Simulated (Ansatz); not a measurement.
**SiH₂ (triplet): from Hartree-Fock to the top rungs, cc-pV(T+d)Z**

The task here is to estimate one member of a computed series from the others.

Computed with Ansatz 0.2.0, Gaussian basis. Level: cc-pV(T+d)Z, core rule «outside noble gas», up to 5 orbitals frozen.

Plan: UHF; CCSD(T) on ROHF; CCSD(T) on UHF; BCCD(T) on ROHF; CISD; CASSCF and NEVPT2, 6 electrons in 6 orbitals.

56 further runs of the same task are left out: 56 set aside as unsound or not needed.

### What is computed

The geometry is an MP2(full)/6-31G* stationary point (not a proven minimum).

3 atoms, charge 0, spin multiplicity 3.

Atoms are counted from 1 here; the program's logs count them from 0.

Bond lengths: Si1–H2 1.481 Å, Si1–H3 1.481 Å. Angles: H2–Si1–H3 118.3°.

The first run:

File in.yaml:

```yaml
crystal:
  periodic: [false, false, false]
  atoms:
    - {symbol: Si, position_ang: [0.000000, 0.000000, 0.050827]}
    - {symbol: H, position_ang: [0.000000, 1.271862, -0.708125]}
    - {symbol: H, position_ang: [0.000000, -1.271862, -0.708125]}
basis:
  gaussian: {orbitals: "cc-pV(T+d)Z.json"}
magnetization: {spin_polarized: true, initial_magnetization: 2}
hamiltonian: {xc: hf}
output: {orbitals: {seedname: orbitals}}
```

Launch:

```
$ ansatz run in.yaml --threads 1 --pin off --events-out ev --progress --plain --max-ram 4352MiB --backend cpu
```

Among the steps run: UHF; CCSD(T) on ROHF; CCSD(T) on UHF; BCCD(T) on ROHF; CISD; CASSCF and NEVPT2, 6 electrons in 6 orbitals.

One of the session's tables, all rows but one given; the rest of the session is left out.

| method | from RCCSD(T) (meV) |
| --- | --- |
| ROHF | +3182.9 |
| UHF | +3128.2 |
| RMP2 | +689.1 |
| UMP2 | +685.0 |
| CISD | +163.3 |
| RCCSD | +86.5 |
| UCCSD | +84.1 |
| RCCSD(T) | 0 |
| UCCSD(T) | -1.6 |
| BCCD(T) | ? |
| CASSCF valence | +2365.6 |
| NEVPT2 valence | +708.3 |

**Question.** Estimate the row for BCCD(T).

The run gave: from RCCSD(T) (meV): -0.3. In the column «from RCCSD(T) (meV)» it lies between UCCSD(T) (-1.6) and RCCSD(T) (0).

With the free atoms at the same levels and basis (separate runs), the atomisation energy is 5.636 eV at RCCSD(T), 4.663 eV at ROHF.

Limits of these values: Restricted and unrestricted rows rest on different reference determinants; where their highest levels disagree by more than a few hundredths of an eV, they describe different states and don't form one ladder.
